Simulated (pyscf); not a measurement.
Structures and frequencies: ωB97X-D3(BJ)/def2-SVP in PySCF. MP2 and CC: frozen core, UHF for open shells. ΔMP2 is the change of the MP2 total energy from the triple- to the quadruple-zeta basis.

`[OH][B]([Cl])[Cl]` -> `[O]=[B][Cl]` + `[ClH]`
Surface: singlet. Broken: H–O, B–Cl. Formed: Cl–H. Give ΔE‡ and ΔE from CCSD(T)/def2-TZVPP + ΔMP2(QZVPP), relative to the reactant's lowest minimum found.

ΔE‡ = 54.4 kcal/mol, ΔE = +38.7 kcal/mol. Zero-point energy shifts the barrier by -4.5 kcal/mol. It is an elimination, with an imaginary mode of 1237i cm⁻¹. On the product side the descent ends in a complex, 4.6 kcal/mol under the separated species and 17.9 kcal/mol under the saddle at ωB97X-D3(BJ)/def2-TZVP. This is the saddle that the search found; another between the same sides may lie lower. The CCSD(T) − MP2 part came from Ansatz, without density fitting, on the same reference.
